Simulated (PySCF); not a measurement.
## Orbital picture of ClF⁺

PBE0 at R = 1.528 Å; PySCF, no relativity, basis sets Cl def2-TZVP, F def2-TZVP. State: ²Π (doublet), unpaired electrons π ↑. Only the outer orbitals are listed, counted within each symmetry.

```
spin  orbital  occ.  ε (eV)  on Cl (%)           main shells (%)
   α       5σ     1  -46.11         18           79 F s, 11 Cl s
   α       6σ     1  -34.01         79           79 Cl s, 13 F s
   α       7σ     1  -25.62         43   52 F p, 33 Cl p, 9 Cl s
   α       2π     1  -25.08         31           68 F p, 29 Cl p
   α       2π     1  -24.24         26           74 F p, 24 Cl p
   α       3π     1  -20.40         72           71 Cl p, 28 F p
   α       3π     1  -19.12         77           76 Cl p, 23 F p
   α       8σ     0  -11.79         81  68 Cl p, 23 F p, 10 Cl d
   α       4π     0    0.25         96          64 Cl d, 32 Cl p
   α       1δ     0    0.36         99                   98 Cl d
   β       5σ     1  -45.60         18           78 F s, 10 Cl s
   β       6σ     1  -32.78         76   76 Cl s, 14 F s, 10 F p
   β       7σ     1  -25.18         46  50 F p, 33 Cl p, 12 Cl s
   β       2π     1  -24.03         25           75 F p, 23 Cl p
   β       2π     1  -23.27         24           76 F p, 21 Cl p
   β       3π     1  -18.76         78           78 Cl p, 22 F p
   β       3π     0  -15.56         80           80 Cl p, 20 F p
   β       8σ     0  -11.31         81  68 Cl p, 22 F p, 10 Cl d
   β       4π     0    1.11         97          53 Cl d, 44 Cl p
```

Which are the highest filled and the lowest empty level, where do they sit, and how wide is the gap?

Highest filled β 3π at -18.76 eV (in %: 78 Cl p, 22 F p); lowest empty β 3π at -15.56 eV (in %: 80 Cl p, 20 F p); the gap at PBE0 is 3.20 eV. Both belong to one degenerate shell, split only by its one-sided filling, so this is no excitation gap.

```json
{
 "bond order (Mayer)": "1.38",
 "⟨S²⟩": "0.754",
 "charge on Cl (Mulliken, basis-dependent)": "0.88",
 "charge on Cl (Löwdin, basis-dependent)": "0.93",
 "dipole moment (positive dipole points towards F; it is taken about the centre of mass and depends on that origin)": "-1.72 D",
 "polarisability along the bond": "17.2 bohr³",
 "polarisability across the bond": "8.3 bohr³"
}
```

The state was picked by a PBE0 search and need not be the measured ground state.
